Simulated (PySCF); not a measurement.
Compound: 2-pentyn-4-one, C5H6O.
Numbering: `[CH3:1][C:2]#[C:3][C:4]([CH3:5])=[O:6]` (hydrogens: H7, H8, H9 on C1; H10, H11, H12 on C5)

Theory: PySCF 2.14.0, PBE0-D3(BJ)/def2-TZVP geometry optimisation, gas phase.

(1) Give the optimised bond lengths and angles.

## Answers

(1) 
```tsv
bond	length (Å)	order
C1–C2	1.446	single
C2≡C3	1.205	triple
C3–C4	1.448	single
C4–C5	1.503	single
C4=O6	1.208	double
C1–H7, C1–H8, C1–H9	1.093	single
C5–H10, C5–H11, C5–H12	1.092	single
```

Bonds in one row agree within 0.01 Å and their mean is given. Orders are formal, as drawn. A selection of angles:
```tsv
angle	degrees
C2–C1–H7	110.8
C2–C1–H8	110.3
H7–C1–H8	107.8
H7–C1–H9	108.6
C1–C2–C3	179.2
C2–C3–C4	179.0
C3–C4–C5	115.4
C3–C4–O6	121.6
C5–C4–O6	123.0
C4–C5–H10	109.7
H10–C5–H11	110.5
H10–C5–H12	110.0
H11–C5–H12	107.0
```

The 4 C–C bonds span 1.205 Å (C2≡C3, drawn triple) to 1.503 Å (C4–C5, drawn single), a spread of 0.298 Å. The 6 heavy atoms lie in one plane (0.002 Å rms).

No frequency check.
